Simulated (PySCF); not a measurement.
# B(NH2Me)H3: geometry, NMR shifts, electronic excitations, spin-spin couplings and core binding energies, part 2 of 2

PySCF 2.14.0. Atoms count from 0. Earlier steps stand in the parts before.

### Step 5. J couplings: B3LYP/pcJ-1

Job settings and geometry (Å):

```
{"job": {"kind": "j", "xc": "B3LYP", "basis": "pcJ-1"}, "charge": 0, "multiplicity": 1}
B     -0.245094    -0.401509    -1.266169
N     -0.247647    -0.416204     0.361567
C      0.434562     0.719947     0.986117
H      0.177715    -1.293563     0.665156
H     -1.220224    -0.456788     0.670337
H      0.402422     0.668752     2.084833
H      1.476713     0.730913     0.642930
H     -0.044004     1.644981     0.640821
H      0.936454    -0.417139    -1.594627
H     -0.819792     0.633159    -1.587915
H     -0.851095    -1.412547    -1.603040
```

Method: B3LYP/pcJ-1 indirect spin-spin coupling, non-relativistic, gas phase.

Output:

```text
coarse grid: 8200 points
cycle   1  E = -122.4734834280  dE = -4.123e-02  |g| = 3.739e-01  |ddm| = 2.182e+00
cycle   2  E = -122.4853732405  dE = -1.189e-02  |g| = 3.298e-01  |ddm| = 7.753e-01
cycle   3  E = -122.5203296900  dE = -3.496e-02  |g| = 3.375e-02  |ddm| = 3.611e-01
cycle   4  E = -122.5205816481  dE = -2.520e-04  |g| = 1.618e-02  |ddm| = 4.079e-02
cycle   5  E = -122.5206359435  dE = -5.430e-05  |g| = 4.854e-03  |ddm| = 1.176e-02
cycle   6  E = -122.5206400919  dE = -4.148e-06  |g| = 8.859e-04  |ddm| = 2.584e-03
final grid: 76384 points
cycle   7  E = -122.5406704485  dE = -5.994e-05  |g| = 5.216e-03  |ddm| = 1.501e-02
cycle   8  E = -122.5406674153  dE =  3.033e-06  |g| = 6.309e-03  |ddm| = 7.249e-03
cycle   9  E = -122.5406766684  dE = -9.253e-06  |g| = 4.694e-04  |ddm| = 4.065e-03
cycle  10  E = -122.5406766857  dE = -1.732e-08  |g| = 3.529e-04  |ddm| = 4.074e-04
cycle  11  E = -122.5406767096  dE = -2.389e-08  |g| = 2.955e-05  |ddm| = 1.788e-04
cycle  12  E = -122.5406767097  dE = -1.640e-10  |g| = 5.400e-06  |ddm| = 2.408e-05
converged SCF energy = -122.5406767097

Indirect spin-spin couplings (Hz)
  i      j    bonds     total        FC       PSO       DSO        SD
  0 B    1 N    1     -3.209    -2.627    -0.034    -0.071    -0.477
  0 B    2 C    2     -0.394    -0.232    -0.100    -0.053    -0.009
  0 B    3 H    2     -3.207    -3.205     0.358    -0.441     0.081
  0 B    4 H    2     -3.213    -3.210     0.357    -0.441     0.081
  0 B    5 H    3      5.139     5.164     0.599    -0.651     0.028
  0 B    6 H    3      1.305     1.346     0.045    -0.077    -0.009
  0 B    7 H    3      1.340     1.381     0.041    -0.073    -0.009
  0 B    8 H    1    110.436   110.170    -0.455     0.605     0.115
  0 B    9 H    1    110.444   110.178    -0.455     0.605     0.115
  0 B   10 H    1    109.201   108.929    -0.425     0.576     0.120
  1 N    2 C    1     -6.965    -5.656    -0.333    -0.063    -0.913
  1 N    3 H    1    -71.921   -69.534    -2.086    -0.271    -0.030
  1 N    4 H    1    -71.904   -69.516    -2.086    -0.271    -0.030
  1 N    5 H    2      0.766     0.806    -0.208     0.139     0.029
  1 N    6 H    2     -0.455    -0.319    -0.232     0.098    -0.002
  1 N    7 H    2     -0.468    -0.332    -0.232     0.098    -0.002
  1 N    8 H    2     -1.476    -1.443    -0.012     0.004    -0.024
  1 N    9 H    2     -1.479    -1.447    -0.012     0.004    -0.024
  1 N   10 H    2     -3.654    -3.647    -0.014     0.008    -0.000
  2 C    3 H    2     -2.792    -2.863     0.555    -0.484         -
  2 C    4 H    2     -2.795    -2.866     0.555    -0.484         -
  2 C    5 H    1    140.339   138.995     0.765     0.579         -
  2 C    6 H    1    148.276   147.139     0.544     0.593         -
  2 C    7 H    1    148.380   147.245     0.541     0.593         -
  2 C    8 H    3      4.561     4.572     0.039    -0.050         -
  2 C    9 H    3      4.572     4.583     0.039    -0.050         -
  2 C   10 H    3     14.475    14.517     0.361    -0.404         -
  3 H    4 H    2    -13.951   -14.135     4.309    -4.125         -
  3 H    5 H    3      2.719     2.931     0.769    -0.982         -
  3 H    6 H    3      3.217     3.401     0.758    -0.941         -
  3 H    7 H    3     16.910    17.019     3.704    -3.814         -
  3 H    8 H    3      2.106     2.243     0.290    -0.427         -
  3 H    9 H    3     10.032    10.161     2.621    -2.750         -
  3 H   10 H    3      1.863     1.984     0.150    -0.270         -
  4 H    5 H    3      2.819     3.030     0.753    -0.964         -
  4 H    6 H    3     16.897    17.007     3.704    -3.813         -
  4 H    7 H    3      3.114     3.298     0.775    -0.959         -
  4 H    8 H    3     10.057    10.186     2.621    -2.750         -
  4 H    9 H    3      2.110     2.247     0.288    -0.425         -
  4 H   10 H    3      1.865     1.986     0.150    -0.271         -
  5 H    6 H    2    -11.473   -11.458     2.857    -2.873         -
  5 H    7 H    2    -11.454   -11.439     2.858    -2.874         -
  5 H   10 H    4      2.731     2.802     1.469    -1.541         -
  6 H    7 H    2    -16.045   -16.015     2.612    -2.642         -
  6 H    8 H    4     -0.396    -0.424    -1.030     1.057         -
  6 H    9 H    4     -0.227    -0.122     0.486    -0.591         -
  6 H   10 H    4     -0.350    -0.244     1.160    -1.265         -
  7 H    8 H    4     -0.221    -0.116     0.472    -0.577         -
  7 H    9 H    4     -0.405    -0.435    -1.039     1.068         -
  7 H   10 H    4     -0.343    -0.238     1.160    -1.265         -
  8 H    9 H    2     -8.649    -8.604     1.328    -1.373         -
  8 H   10 H    2     -9.387    -9.331     1.374    -1.430         -
  9 H   10 H    2     -9.381    -9.325     1.373    -1.429         -
```

Run time: 8.5 s. Hardware: 1 thread, shared host.

Couplings of 1 Hz or more, nine at most for each number of bonds, with means over like pairs (isotopes 11B, 13C, 1H, 15N):

```
 pair  bonds  J (Hz)  Fermi contact (Hz)
C2–H5      1   145.7               144.5
B0–H8      1   110.0               109.8
N1–H3      1   -71.9               -69.5
N1–C2      1    -7.0                -5.7
B0–N1      1    -3.2                -2.6
H3–H4      2   -14.0               -14.1
H5–H6      2   -13.0               -13.0
H8–H9      2    -9.1                -9.1
B0–H3      2    -3.2                -3.2
C2–H3      2    -2.8                -2.9
N1–H8      2    -2.2                -2.2
C2–H8      3     7.9                 7.9
H3–H5      3     7.6                 7.8
H3–H8      3     4.7                 4.8
B0–H5      3     2.6                 2.6
```

The spin-dipole term was solved for some atoms only; pairs without it lack that part.

Quadrupole couplings from the field gradients of the same density:

```
atom  isotope  eQq/h (MHz)     η
  N1      14N       -2.724  0.20
  B0      11B        2.356  0.00
```

### Step 6. Shielding tensors: KT2/pcSseg-1

Same as in step 5 but for these lines:

```diff
@@ -1,2 +1,2 @@
-{"job": {"kind": "j", "xc": "B3LYP", "basis": "pcJ-1"}, "charge": 0, "multiplicity": 1}
+{"job": {"kind": "nmr", "xc": "KT2", "basis": "pcSseg-1", "pop": false}, "charge": 0, "multiplicity": 1}
 B     -0.245094    -0.401509    -1.266169
```

With the program's defaults for keys left out, this is: GIAO KT2/pcSseg-1 NMR shielding, non-relativistic, gas phase.

Output:

```text
coarse grid: 8200 points
cycle   1  E = -124.5011436732  dE = -2.789e-02  |g| = 4.122e-01  |ddm| = 2.539e+00
cycle   2  E = -124.4846148330  dE =  1.653e-02  |g| = 4.797e-01  |ddm| = 1.073e+00
cycle   3  E = -124.5625308974  dE = -7.792e-02  |g| = 5.442e-02  |ddm| = 6.062e-01
cycle   4  E = -124.5631880224  dE = -6.571e-04  |g| = 2.762e-02  |ddm| = 7.135e-02
cycle   5  E = -124.5633478333  dE = -1.598e-04  |g| = 3.633e-03  |ddm| = 1.745e-02
cycle   6  E = -124.5633506690  dE = -2.836e-06  |g| = 1.021e-03  |ddm| = 3.604e-03
final grid: 76384 points
cycle   7  E = -124.5494609769  dE = -1.191e-04  |g| = 8.594e-03  |ddm| = 2.810e-02
cycle   8  E = -124.5494348903  dE =  2.609e-05  |g| = 1.357e-02  |ddm| = 1.621e-02
cycle   9  E = -124.5494777755  dE = -4.289e-05  |g| = 1.093e-03  |ddm| = 1.019e-02
cycle  10  E = -124.5494780446  dE = -2.691e-07  |g| = 2.663e-04  |ddm| = 8.934e-04
cycle  11  E = -124.5494780628  dE = -1.821e-08  |g| = 5.608e-05  |ddm| = 2.381e-04
cycle  12  E = -124.5494780636  dE = -8.178e-10  |g| = 1.804e-05  |ddm| = 7.493e-05
converged SCF energy = -124.5494780636

GIAO shielding tensors (ppm)
atom      isotropic    diamagn.    paramagn.     s11        s22        s33       span
  0 B      119.985     192.298     -72.313    103.442    105.224    151.288     47.846
  1 N      210.393     316.597    -106.203    200.803    209.453    220.924     20.121
  2 C      146.263     247.288    -101.025    123.699    129.765    185.325     61.626
  3 H       28.632      31.321      -2.689     21.936     26.170     37.789     15.853
  4 H       28.630      31.321      -2.691     21.928     26.173     37.789     15.862
  5 H       28.724      28.424       0.300     24.096     26.606     35.470     11.374
  6 H       28.683      29.430      -0.747     25.589     27.011     33.449      7.860
  7 H       28.682      29.432      -0.750     25.580     27.029     33.439      7.859
  8 H       29.042      30.396      -1.354     26.673     27.374     33.078      6.405
  9 H       29.042      30.396      -1.354     26.672     27.377     33.076      6.404
 10 H       28.767      29.843      -1.076     26.241     26.973     33.089      6.848
```

Run time: 6.1 s. Hardware: 1 thread, shared host.

This run: δ C2 37.0, B0 -20.1, N1 53.9, H3 2.55, H5 2.48 ppm (means over like atoms).

### Step 7. Core-electron binding energies: SCAN, X2C

Same as in step 6 but for these lines:

```diff
@@ -1,2 +1,2 @@
-{"job": {"kind": "nmr", "xc": "KT2", "basis": "pcSseg-1", "pop": false}, "charge": 0, "multiplicity": 1}
+{"job": {"kind": "xps", "metal_2p": true}, "charge": 0, "multiplicity": 1}
 B     -0.245094    -0.401509    -1.266169
```

With the program's defaults for keys left out, this is: delta-SCF UKS SCAN, pcX-2 on the ionised atom (unc-x2c-TZVPall on a metal), pcseg-1 elsewhere, spin-free X2C.

Output:

```text
ground state, core basis on atom 0 (B), 113 functions
  cycle   1  E = -122.42626004  |g| = 4.10e-01
  cycle   2  E = -122.42496674  |g| = 4.24e-01
  cycle   3  E = -122.48399914  |g| = 4.94e-02
  cycle   4  E = -122.48439105  |g| = 2.53e-02
  cycle   5  E = -122.48449978  |g| = 9.04e-03
  cycle   6  E = -122.48451327  |g| = 2.42e-03
  cycle   7  E = -122.48451432  |g| = 7.73e-04
  cycle   8  E = -122.48451449  |g| = 8.05e-05
  E(ground) = -122.49224055 Eh
hole in B 1s of atom 0
  cycle   1  E = -114.95433402  |g| = 1.17e+00
  cycle   2  E = -114.53624047  |g| = 1.36e+00
  cycle   3  E = -115.33418523  |g| = 2.46e-01
  cycle   4  E = -115.35696842  |g| = 1.36e-01
  cycle   5  E = -115.36492782  |g| = 2.43e-02
  cycle   6  E = -115.36514289  |g| = 8.07e-03
  cycle   7  E = -115.36517165  |g| = 5.08e-03
  cycle   8  E = -115.36518728  |g| = 1.39e-03
  cycle   9  E = -115.36518883  |g| = 6.18e-04
  cycle  10  E = -115.36518963  |g| = 1.51e-04
  E(ion) = -115.37359887 Eh   <S^2> = 0.7715   hole on atom = 1.000   binding energy = 193.708 eV
ground state, core basis on atom 1 (N), 113 functions
  cycle   1  E = -122.50508934  |g| = 7.25e-02
  cycle   2  E = -122.50508922  |g| = 1.21e-02
  cycle   3  E = -122.50506814  |g| = 1.56e-02
  cycle   4  E = -122.50512086  |g| = 1.64e-03
  cycle   5  E = -122.50512132  |g| = 3.27e-04
  E(ground) = -122.50915028 Eh
hole in N 1s of atom 1
  cycle   1  E = -106.83652253  |g| = 1.86e+00
  cycle   2  E = -106.19177061  |g| = 2.08e+00
  cycle   3  E = -107.47768541  |g| = 3.78e-01
  cycle   4  E = -107.52292907  |g| = 6.14e-02
  cycle   5  E = -107.52433319  |g| = 1.73e-02
  cycle   6  E = -107.52446811  |g| = 6.75e-03
  cycle   7  E = -107.52449281  |g| = 1.74e-03
  cycle   8  E = -107.52449560  |g| = 7.55e-04
  cycle   9  E = -107.52449506  |g| = 2.63e-04
  E(ion) = -107.52728475 Eh   <S^2> = 0.7655   hole on atom = 1.000   binding energy = 407.677 eV
ground state, core basis on atom 2 (C), 113 functions
  cycle   1  E = -122.49258134  |g| = 5.62e-02
  cycle   2  E = -122.49257004  |g| = 1.37e-02
  cycle   3  E = -122.49255539  |g| = 1.58e-02
  cycle   4  E = -122.49261485  |g| = 6.75e-04
  cycle   5  E = -122.49261486  |g| = 2.64e-04
  E(ground) = -122.49858628 Eh
hole in C 1s of atom 2
  cycle   1  E = -111.19173408  |g| = 1.50e+00
  cycle   2  E = -109.26293152  |g| = 2.33e+00
  cycle   3  E = -111.57372223  |g| = 5.66e-01
  cycle   4  E = -111.70182589  |g| = 2.99e-01
  cycle   5  E = -111.73517913  |g| = 1.03e-01
  cycle   6  E = -111.73925805  |g| = 2.41e-02
  cycle   7  E = -111.73960825  |g| = 5.90e-03
  cycle   8  E = -111.73963774  |g| = 2.07e-03
  cycle   9  E = -111.73964248  |g| = 1.04e-03
  cycle  10  E = -111.73964374  |g| = 2.28e-04
  E(ion) = -111.74487652 Eh   <S^2> = 0.7705   hole on atom = 1.000   binding energy = 292.623 eV
```

Run time: 10 s. Hardware: 1 thread, shared host.

Binding energies by hole, beside the orbital energy of the ground state; the difference holds orbital relaxation and, for a density functional, its self-interaction error:

```
     hole  stands for                   environment  ΔSCF (eV)  −ε (eV)   ⟨S²⟩
B1s on B0          B0        boron bonded to N, 3 H     193.71    178.0  0.771
N1s on N1          N1  nitrogen bonded to C, B, 2 H     407.68    388.2  0.766
C1s on C2          C2       carbon bonded to N, 3 H     292.62    275.2  0.771
```

### Step 8. Comparing the runs: NMR shifts

Shifts (ppm), means over like atoms, with basis size and wall time:

```
          run    C2    H5    H3    H8     B0    N1  functions   time
PBE0/pcSseg-1  35.6  2.46  2.43  2.10  -21.1  49.3         91  5.7 s
 KT2/pcSseg-1  37.0  2.48  2.55  2.23  -20.1  53.9         91  6.1 s
```

### Step 9. Outcome

The summary covers parts 1 to 2.

| quantity | value |
| --- | --- |
| point group | Cs |
| rotational constants (main isotopes) | 28.36, 8.35, 7.40 GHz |
| 13C shifts against TMS (PBE0/pcSseg-1) | 35.6 ppm |
| 1H shifts against TMS (PBE0/pcSseg-1, means over atoms taken as alike) | 2.46, 2.43, 2.10 ppm |
| 11B shifts against BF3·OEt2 (PBE0/pcSseg-1) | -21.1 ppm |
| 15N shifts against NH3 (PBE0/pcSseg-1) | 49.3 ppm |
| lowest singlet (wB97X-D/def2-SVPD) | 7.10 eV (175 nm), f = 0.031 |
| brightest single state of those computed | state 3, 8.54 eV, f = 0.087 |
| lowest triplet | 7.03 eV |
| largest coupling of the table (B3LYP/pcJ-1) | 1J(C,H) C2–H5, 145.7 Hz |
| B1s binding energies, SCAN/pcX-2 | B0 193.71 eV |
| N1s binding energies, SCAN/pcX-2 | N1 407.68 eV |
| C1s binding energies, SCAN/pcX-2 | C2 292.62 eV |
| range of the shift of N1 | 49.3 to 53.9 ppm |

In words: Relaxing lowered the energy by 0.055 eV in 4 steps; the close pair that moved most is B0–H8, from 1.191 to 1.226 Å. No frequency check was run at this level, so the end point may be a saddle. At PBE0/pcSseg-1: The largest span, 59 ppm, is at C2, where the paramagnetic term is -98 ppm. The lowest singlet, at 7.10 eV, is HOMO−1→LUMO 0.89 and is weak; of the 10 states computed, the strongest absorption comes from states 3 to 4 together at 8.54 eV. The lowest triplet lies 0.06 eV below the lowest singlet (triplets in Tamm-Dancoff, singlets in full TDDFT). Of the pairs tabulated at B3LYP/pcJ-1, C2–H5 (mean over like pairs) couples most strongly (145.7 Hz; Fermi contact 144.5 Hz). Couplings across rotatable bonds belong to this one conformer; where others are populated, the observed values are averages. In ppm, N1 moves most: its shift spreads over 4.6 ppm, from 49.3 (PBE0/pcSseg-1) to 53.9 (KT2/pcSseg-1).
